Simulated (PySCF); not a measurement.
diphosphorus tetrafluoride (SMILES FP(P(F)F)F)

Geometry (Å), atoms numbered from 1 in this order:
```xyz
6

F    -1.492   -0.350   -1.336
P    -0.895   -0.680    0.133
F    -1.773    0.459    0.878
P     0.895    0.680   -0.139
F     1.496    0.352    1.328
F     1.772   -0.460   -0.885
```

Theory: GIAO BHandHLYP/IGLO-II magnetisability, rotational g tensor and spin-rotation constants, non-relativistic, gas phase in PySCF 2.14.0. Geometry: GFN2-xTB.

Task: What are the magnetisability and the molar susceptibility?

Result: Isotropic -739 × 10⁻³⁰ J/T², or -44.5 × 10⁻⁶ cm³/mol; principal values -779, -745, -692 × 10⁻³⁰ J/T², anisotropy 76 × 10⁻³⁰ J/T² (root of half the summed squared differences of the principal values). The susceptibility is in cgs units.

Task: Split it along the inertial axes a, b, c into diamagnetic and paramagnetic parts about the centre of mass, with the quadrupole moment.

Result: 
| axis | χ (10⁻⁶ cm³/mol) | diamagnetic (10⁻⁶ cm³/mol) | paramagnetic (10⁻⁶ cm³/mol) | summed x² of all electrons (Å²) | quadrupole Θ (D Å) |
| --- | --- | --- | --- | --- | --- |
| a | -42.1 | -354.1 | 312.0 | 133.0 | -2.73 |
| b | -44.9 | -661.0 | 616.1 | 60.7 | -1.15 |
| c | -46.5 | -821.5 | 775.1 | 22.8 | +3.88 |

Anisotropies 2χaa − χbb − χcc = +7.1 and 2χbb − χaa − χcc = -1.2 × 10⁻⁶ cm³/mol. Θ is traceless in Buckingham's convention.

Task: And the rotational g tensor?

Result: 
| axis | rotational constant (GHz) | g | nuclear part | electronic part |
| --- | --- | --- | --- | --- |
| a | 3.7377 | -0.0690 | 0.4789 | -0.5479 |
| b | 1.7660 | -0.0311 | 0.4801 | -0.5112 |
| c | 1.3844 | -0.0253 | 0.4788 | -0.5041 |

Asymmetric top; isotopes 19F, 31P; no vibrational averaging.
